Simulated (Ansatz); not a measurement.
C7H16 can be A, `CCCC(C)CC`, or B, `CC(C)C(C)(C)C`.

Computed with Ansatz on PBE0-D4/def2-TZVP structures; ΔE is electronic, products minus reactants. CCSD(T)/CBS is the MP2 limit (def2-TZVPP, def2-QZVPP) plus CCSD(T) − MP2 in def2-TZVPP, frozen cores. Functionals use def2-TZVPP. B3LYP here is the variant with VWN-RPA as its local correlation; programs differ in this. One conformer a species, not always the lowest.

(1) Which isomer does CCSD(T)/CBS put lower? Give the gap. (Estimate.)

(2) Give E(B) − E(A) in kcal/mol with BLYP-D4, r2SCAN-D4, MP2/def2-TZVPP, CCSD(T)/def2-TZVPP, HF/def2-TZVPP, B2PLYP, B3LYP. (Estimate.)

Largest T1 diagnostic: 0.009.

## Answers

(1) Ansatz gave: B, by 1.8 kcal/mol.

(2) Ansatz gave: BLYP-D4 -0.7, r2SCAN-D4 -1.1, MP2/def2-TZVPP -3.2, CCSD(T)/def2-TZVPP -2.0, HF/def2-TZVPP 3.7, B2PLYP 0.4, B3LYP 2.5. The order is the other way round with HF/def2-TZVPP, B2PLYP, B3LYP.

The D4 term adds −2.9 kcal/mol with B3LYP and −1.6 kcal/mol with PBE0; it sums over pairs of atoms, weighted by their polarisabilities, and B3LYP, whose exchange is more repulsive, gets the larger term. From BLYP to BHLYP (50 % exact exchange), in def2-TZVPP and without D4, E(B) − E(A) moves by −1.2 kcal/mol.
